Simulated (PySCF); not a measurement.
Ligands exchanged one at a time, B F-SH. Gas-phase values, no solvent. One relaxed conformer stands for each flexible species; it need not be the lowest. Strings in code marks are SMILES.

The vertical ionisation energy (Delta-SCF) from two functionals at the same geometries (B3LYP-D3(BJ)/def2-TZVP), both in PySCF: PBE-D3(BJ)/def2-TZVP and B3LYP-D3(BJ)/def2-TZVP. B3LYP has the VWN-RPA correlation part, as in Gaussian. Delta-SCF ions had no search for a lower state. 

```json
[
 {"species": "0 of 3 F replaced by SH (`FB(F)F`)", "B3LYP-D3(BJ)/def2-TZVP (eV)": "15.21"},
 {"species": "1 of 3 F replaced by SH (`FB(F)S` (F–B–S–H torsion 0°))", "B3LYP-D3(BJ)/def2-TZVP (eV)": "11.06"},
 {"species": "2 of 3 F replaced by SH (`FB(S)S` (S–B–S–H torsion -180°, S–B–S–H torsion 180°))", "B3LYP-D3(BJ)/def2-TZVP (eV)": "9.77"}
]
```

**Question.** What does PBE-D3(BJ)/def2-TZVP give for each?

**Answer.** 
- 0 of 3 F replaced by SH (`FB(F)F`): 14.42
- 1 of 3 F replaced by SH (`FB(F)S` (F–B–S–H torsion 0°)): 10.92
- 2 of 3 F replaced by SH (`FB(S)S` (S–B–S–H torsion -180°, S–B–S–H torsion 180°)): 9.56
Over these rows, drawn at random from the members with no instability flagged (it was tested for open shells, ions and some series alone), PBE minus B3LYP-D3(BJ): mean -0.38 eV, from -0.79 eV to -0.13 eV.
